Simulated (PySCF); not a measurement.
Run record: geometry optimisation, `[C-]#[S+]`.

Computed with PBE0-D3(BJ)/def2-SVP geometry optimisation, gas phase (PySCF 2.14.0). Start geometry: MMFF94s. A driver script takes a list of jobs; this job's settings line and coordinates (Å) are shown.

Input:
```
{"job": {"xc": "PBE0", "basis": "def2-SVP", "d3": "d3bj", "grid": 1, "kind": "geom"}, "charge": 0, "multiplicity": 1}
C      0.899172     0.000000     0.000000
S     -0.899172     0.000000     0.000000
```

Output:
```
step   0  E = -435.81842317  max force = 0.150732
step   1  E = -435.86269079  max force = 0.055626
step   2  E = -435.86226520  max force = 0.072822
step   3  E = -435.86585700  max force = 0.001236
step   4  E = -435.86585831  max force = 0.000176
optimisation converged
```

Energies in Eh; «max force» is the largest Cartesian gradient component in Eh/bohr.

**Question.** At which steps does the energy rise by more than 1e-5 Eh?

**Answer.** At step 2 (+0.43 mEh).

**Question.** Give the first gradient maximum in eV/Å.

**Answer.** With 1 Eh/bohr = 51.422 eV/Å, 7.751 eV/Å.

In short: final energy -435.86586 Eh after 4 steps; dipole 1.80 D.

**Question.** Where do the atoms end?

**Answer.** 0.132 Å rms from the input after alignment:
```
atom  x, y, z in Å
C1     0.7677    0.0000    0.0000
S2    -0.7677    0.0000    0.0000
```

The run took 1.5 s of wall time on one thread of an x86-64 server, on a shared host.
Labels such as C1 count atoms from 1, the log's own numbers from 0.
